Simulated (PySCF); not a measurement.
Simulated outer-valence photoelectron spectrum of PH3O, `O=[PH3]`. Level of theory: EOM-IP-CCSD/aug-cc-pVDZ in PySCF, restricted Hartree–Fock reference, 6 core orbitals frozen, non-relativistic, gas phase, PBE0-D3(BJ)/def2-SVP geometry.

Each root has a Gaussian of 0.8 eV full width with its one-hole share as area; cross sections and vibrations are left out, and the highest printed point is 100.

```tsv
ionisation energy (eV)	intensity
9.6	0
9.8	2
10.0	8
10.2	24
10.4	55
10.6	88
10.8	100
11.0	80
11.2	46
11.4	18
11.6	5
11.8	1
12.0	0
12.2	0
12.4	0
12.6	0
12.8	1
13.0	4
13.2	12
13.4	28
13.6	44
13.8	50
14.0	40
14.2	22
14.4	9
14.6	5
14.8	11
15.0	31
15.2	64
15.4	94
15.6	97
15.8	71
16.0	37
16.2	13
16.4	3
16.6	1
```

Problem. Where are the maxima, and how many lines lie under the curve?

Solution. 3 maxima, at 10.8, 13.8 and 15.5 eV, from 3 lines (5 roots with degenerate partners counted).

Problem. List the lines with their holes.

Solution. 
| E (eV) | leading hole (HF orbital) | area | Koopmans (eV) |
| --- | --- | --- | --- |
| 10.77 | HOMO/HOMO-1 | 1.89 | 12.08 |
| 13.77 | HOMO-2 | 0.94 | 15.35 |
| 15.52 | HOMO-3/HOMO-4 | 1.88 | 16.48 |

The widest gap, 3.00 eV, lies between 10.77 and 13.77 eV. Only orbitals with −ε under 21 eV, eight at most, were ionised, so the high end of the curve may lack lines.
